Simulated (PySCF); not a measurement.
# Gas-phase XPS of `[SiH3][N-][SiH3]`, computed

Species: H6NSi2 (charge -1).
Atom-mapped SMILES: `[SiH3:1][N-:2][SiH3:3]`

Structure used (PBE0-D3(BJ)/def2-SVP), in Å, numbered top down from 1:
```xyz
9
H6NSi2 angstrom
Si     1.553   -0.267    0.049
N     -0.012   -0.241   -0.479
Si    -1.550    0.215   -0.085
H      2.522   -0.912   -0.934
H      2.239    1.074    0.327
H      1.860   -1.035    1.339
H     -2.178   -0.393    1.173
H     -2.585   -0.135   -1.147
H     -1.821    1.706    0.134
```

Theory: delta-SCF UKS SCAN, pcX-2 on the ionised atom, pcseg-1 elsewhere, spin-free X2C (PySCF). These are vertical core ionisation energies against the vacuum level, from separate self-consistent calculations with and without the core hole.

Q: List the computed XPS lines with their assignment.

A: 
```csv
atom(s),bonded to,level,binding energy (eV),2p1/2 (eV),count
Si1/Si3,N and 3 H,Si 1s,1841.36,–,2
N2,2 Si,N 1s,396.75,–,1
Si1/Si3,N and 3 H,Si 2p3/2,101.38,102.00,2
```

Q: Which effective nuclear charge Zeff reproduces each element's mean 1s value in the hydrogen-like formula E = 13.606 eV × Zeff²?

A: N (Z = 7): mean 396.8 eV, Zeff = 5.40, Z − Zeff = 1.60; Si (Z = 14): mean 1841.4 eV, Zeff = 11.63, Z − Zeff = 2.37. Means run over the listed sites, weighted by atom count.

Q: Which photon energy gives electrons from N 1s of N2 (atom 2) a kinetic energy of 20 eV, and what is their de Broglie wavelength?

A: hν = 396.75 + 20 = 416.75 eV, recoil neglected; λ = 12.264 Å/√(E/eV) = 2.74 Å.

Atoms equivalent by their bonding share one computed value, that of the first of them. The 2p values aren't plain energy differences: one relaxed spin-free 2p hole is combined with a matrix within the shell (ground-state 2p orbital-energy differences and spin–orbit coupling). 2p3/2, the mean of its two sublevels, lies a third of the splitting below the shell's mean and 2p1/2 two thirds above it; the statistical areas are 2:1. 2p1/2 minus 2p3/2 (ligand field included): Si 0.62 eV. The species carries charge -1, so core ionisation leaves a neutral species. The basis sets have no added diffuse functions. Isolated species at its PBE0-D3(BJ)/def2-SVP geometry, gas phase. The geometry's basis has no diffuse functions, a weakness for an anion.
